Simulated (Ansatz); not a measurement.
# CH5AlO: the cost of one run

Method: the settings change from run to run; program: Ansatz 0.2.0, Gaussian basis.

1 further run of the same task is left out (it didn't finish).

## (1) The geometry

The structure was relaxed beforehand with PBE0-D4 in a triple-zeta def2 set.

8 atoms, charge 0, spin multiplicity 1.

Atoms are counted from 1 here; the program's logs count them from 0.

Bond lengths: C1–O2 1.397 Å, C1–H4 1.095 Å, C1–H5 1.098 Å, C1–H6 1.095 Å, O2–Al3 1.686 Å, Al3–H7 1.585 Å, Al3–H8 1.577 Å. Angles: O2–C1–H4 110.1°, O2–C1–H5 112.6°, O2–C1–H6 110.1°, H4–C1–H5 108.0°, H4–C1–H6 107.8°, H5–C1–H6 108.0°, C1–O2–Al3 134.1°, O2–Al3–H7 118.7°, O2–Al3–H8 116.3°, H7–Al3–H8 125.0°.

## (2) B2PLYP/x2c-TZVPPall

The input, in.yaml:

```yaml
crystal:
  periodic: [false, false, false]
  atoms:
    - {symbol: C, position_ang: [-0.458701, 1.087280, -0.422268]}
    - {symbol: O, position_ang: [-0.579766, -0.252191, -0.043855]}
    - {symbol: Al, position_ang: [0.505619, -1.418557, 0.507597]}
    - {symbol: H, position_ang: [-0.793323, 1.217557, -1.456709]}
    - {symbol: H, position_ang: [0.573285, 1.454590, -0.349864]}
    - {symbol: H, position_ang: [-1.088263, 1.716895, 0.215156]}
    - {symbol: H, position_ang: [2.031567, -1.021609, 0.673239]}
    - {symbol: H, position_ang: [-0.098216, -2.841165, 0.820805]}
basis:
  gaussian: {orbitals: x2c-TZVPPall}
hamiltonian: {xc: {name: B2PLYP}}
output: {forces: true}
```

Started as:

```bash
$ ansatz run in.yaml --threads 4 --pin off --events-out ev --progress --plain --max-ram 10444MiB
```

**Question.** How long does this run take on 4 threads of Arm Neoverse V2, shared host, and how much memory does it need?

About 3.7 s, with a peak of 0.54 GiB.
